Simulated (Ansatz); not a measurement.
```yaml
crystal:
  periodic: [false, false, false]
  atoms:
    - {symbol: D, position_ang: [0.000006, 0.000001, 0.000010]}
    - {symbol: H, position_ang: [0.011579, -0.019743, 1.484474]}
    - {symbol: H, position_ang: [1.395812, 0.011521, -0.505694]}
    - {symbol: H, position_ang: [-0.707860, 1.216184, -0.473242]}
    - {symbol: H, position_ang: [-0.699536, -1.207964, -0.505547]}
basis:
  gaussian: {orbitals: def2-SVPD, fitting: {mean_field: def2-universal-jkfit}, final_grid: {core_spheres: 8, valence_spheres: 7, degree: 23}}
hamiltonian: {xc: {name: PBE0}, dispersion: d3bj}
scf: {omitted_lower_state_checks: [starts]}
```

```sh
$ ansatz run in.yaml --threads 4 --pin off --events-out ev --progress --plain --max-ram 3916MiB
```

Shortened log:

```
Error: YAML parse error: error: line 4 column 16: `D` is not an element symbol (H … Og, case-exact)
 --> <input>:4:16
2 |   periodic: [false, false, false]
3 |   atoms:
4 |     - {symbol: D, position_ang: [0.000006, 0.000001, 0.000010]}
5 |     - {symbol: H, position_ang: [0.011579, -0.019743, 1.484474]}
6 |     - {symbol: H, position_ang: [1.395812, 0.011521, -0.505694]}
```

Question: What is wrong with this run?

Answer: An element symbol is wrong. The program refused the input.
